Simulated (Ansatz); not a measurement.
Ansatz (a first-principles code) job for trifluoromethane (CHF3), SMILES FC(F)F, PBE0-D3(BJ)/def2-TZVP. 

Ansatz 0.2 input:
```yaml
crystal:
  periodic: [false, false, false]
  atoms:
    - {symbol: F, position_ang: [1.07695412, -0.62177975, -0.12824901]}
    - {symbol: C, position_ang: [-0.00000001, -0.00000001, 0.33698823]}
    - {symbol: F, position_ang: [-1.07695411, -0.62177975, -0.12824901]}
    - {symbol: F, position_ang: [0.00000000, 1.24355950, -0.12824901]}
    - {symbol: H, position_ang: [-0.00000000, -0.00000001, 1.44079391]}
basis:
  gaussian:
    orbitals: def2-TZVP
hamiltonian:
  xc: pbe0
  dispersion: d3bj
relax: {f_tol: 0.002, max_steps: 200}
```

Log of the run:

```
Functional definition: PBE0
integrals: 0.03 GiB planned
692 factors; their error is unknown
mean field: 0.38 GiB planned
mean field evaluation 1: about -9197.6856 eV, gradient 3.6e1 eV
mean field evaluation 2: about -9196.6428 eV, gradient 4.6e1 eV
mean field evaluation 4: about -9199.2053 eV, gradient 8.3e-1 eV
mean field evaluation 8: about -9199.2353 eV, gradient 3.4e-1 eV
mean field evaluation 16: about -9199.2354 eV, gradient 2.0e-5 eV
mean field -9199.23540189 eV, -338.0656655537 hartree, gradient 2.0e-5 eV, S^2 0.000000; 0 other end points of the search recorded, 0 dependent functions left out
the calculation of the forces begins
reference -9199.23541643 eV, -338.0656660881 hartree; 17, 17 occupied and 113, 113 virtual orbitals, 692 factors
relax step   1: F+E_penalty+E_count = -9199.27024951 eV  Δ(F+E_penalty+E_count) = +0.000e0 eV  max|allowed force component| = 4.191e-1 eV/Å  Δτ_max = 0.0000 Å  (26 SCF iters, accepted)
these checks for a lower state are left out or cut short: starts, cluster_reference, orbital_swaps, neighbouring_geometries, increment
integrals: 0.03 GiB planned
692 factors; their error is unknown
mean field: 0.38 GiB planned
mean field -9199.23821293 eV, -338.0657688576 hartree, gradient 1.7e-5 eV, S^2 0.000000; 0 other end points of the search recorded, 0 dependent functions left out
the calculation of the forces begins
reference -9199.23822744 eV, -338.0657693907 hartree; 17, 17 occupied and 113, 113 virtual orbitals, 692 factors
relax step   2: F+E_penalty+E_count = -9199.27305750 eV  Δ(F+E_penalty+E_count) = -2.808e-3 eV  max|allowed force component| = 1.792e-1 eV/Å  Δτ_max = 0.0071 Å  (31 SCF iters, accepted)
these checks for a lower state are left out or cut short: starts, cluster_reference, orbital_swaps, neighbouring_geometries, increment
integrals: 0.03 GiB planned
692 factors; their error is unknown
mean field: 0.38 GiB planned
mean field evaluation 32: about -9199.2386 eV, gradient 1.7e-5 eV
mean field -9199.23860892 eV, -338.0657834099 hartree, gradient 1.7e-5 eV, S^2 0.000000; 0 other end points of the search recorded, 0 dependent functions left out
the calculation of the forces begins
reference -9199.23862341 eV, -338.0657839423 hartree; 17, 17 occupied and 113, 113 virtual orbitals, 692 factors
relax step   3: F+E_penalty+E_count = -9199.27345106 eV  Δ(F+E_penalty+E_count) = -3.936e-4 eV  max|allowed force component| = 1.802e-3 eV/Å  Δτ_max = 0.0026 Å  (31 SCF iters, accepted)
integrals: 0.03 GiB planned
692 factors; their error is unknown
mean field: 0.38 GiB planned
mean field -9199.23860892 eV, -338.0657834099 hartree, gradient 1.7e-5 eV, S^2 0.000000; 1 other end points of the search recorded, 0 dependent functions left out
the calculation of the forces begins
reference -9199.23862341 eV, -338.0657839423 hartree; 17, 17 occupied and 113, 113 virtual orbitals, 692 factors
Total energy: -9199.27346555 eV, -338.0670643674 hartree
Atom 0 at     1.080703    -0.623944    -0.125536 Å, force     0.000229    -0.000132    -0.001094 eV/Å
Atom 1 at     0.000000    -0.000000     0.338546 Å, force    -0.000006     0.000003     0.001802 eV/Å
Atom 2 at    -1.080702    -0.623942    -0.125537 Å, force    -0.000225    -0.000130    -0.001094 eV/Å
Atom 3 at    -0.000001     1.247887    -0.125537 Å, force     0.000000     0.000260    -0.001094 eV/Å
Atom 4 at     0.000001    -0.000000     1.431098 Å, force     0.000002    -0.000001     0.001480 eV/Å
Dipole moment:    -0.000001     0.000000     0.323506 e Å
```

Self-consistency was reached.
